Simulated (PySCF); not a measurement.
## Phosphorus: a sound run and one with changed settings

Sound run: P [Ne] 3s2 3p3, P⁺ [Ne] 3s2 3p2. All numbers are calculated (PySCF 2.14, no relativity, point nucleus, in pcseg-2 (5s4p2d1f, 34 functions)). The sound run starts from symmetry-adapted Hartree-Fock orbitals and uses a fine grid where one is needed.

Changed run: 26 angular points. This setting is unsound on purpose.

| species | method | sound run (hartree) | changed run (hartree) | converged |
| --- | --- | --- | --- | --- |
| P | UHF | -340.70921 | -340.70921 | yes |
| P | B3LYP | -341.28896 | -341.28896 | yes |
| P | PBE0 | -341.14132 | -341.14132 | yes |
| P⁺ | UHF | -340.34439 | -340.34439 | yes |
| P⁺ | B3LYP | -340.90694 | -340.90697 | yes |
| P⁺ | PBE0 | -340.75380 | -340.75377 | yes |

Ionisation energy of P:

| method | sound run (eV) | changed run (eV) |
| --- | --- | --- |
| UHF | 9.927 | 9.927 |
| B3LYP | 10.395 | 10.394 |
| PBE0 | 10.545 | 10.546 |

A coarse angular grid integrates products of high-l functions wrongly, so density functionals can shift, and the SCF can exploit the error; Hartree-Fock and MP2 need no grid.

For comparison, NIST gives 10.487 eV between the lowest levels.
